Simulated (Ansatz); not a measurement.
## An input for SiH4

The species is SiH4 (5 atoms), meant as a singlet with charge 0.

| atom | x (Å) | y (Å) | z (Å) |
| --- | --- | --- | --- |
| Si | 0.0939 | -0.9857 | 2.1822 |
| H | 0.3172 | -2.3323 | 1.6618 |
| H | 0.8112 | -0.8224 | 3.4441 |
| H | -1.3376 | -0.7916 | 2.4120 |
| H | 0.5638 | 0.0050 | 1.2190 |

Settings wanted:

| Setting | Value |
| --- | --- |
| basis set | def2-SVP |
| integral approximation | automatic |
| task | energy |
| method | DFT |
| functional | PBE |
| dispersion | D3(BJ)-ATM |
| reference | RKS |
| relativity | none |
| accuracy | medium |

Give an Ansatz 0.2.0 job that does this.

This one ran through:

molecule.yaml:
```yaml
basis:
  gaussian:
    orbitals: def2-SVP
crystal:
  periodic: [false, false, false]
  atoms:
    - {symbol: Si, position_ang: [0.093880, -0.985660, 2.182250]}
    - {symbol: H, position_ang: [0.317180, -2.332270, 1.661770]}
    - {symbol: H, position_ang: [0.811210, -0.822350, 3.444100]}
    - {symbol: H, position_ang: [-1.337630, -0.791580, 2.412020]}
    - {symbol: H, position_ang: [0.563780, 0.005010, 1.219040]}
hamiltonian:
  xc: {name: PBE}
  dispersion: d3bjatm
```

```bash
$ ansatz run molecule.yaml --threads 1 --pin off --max-ram 2610MiB --events-out events.jsonl --progress --plain --runs-dir runs
```

Calculated total energy: -291.61596 Eh.
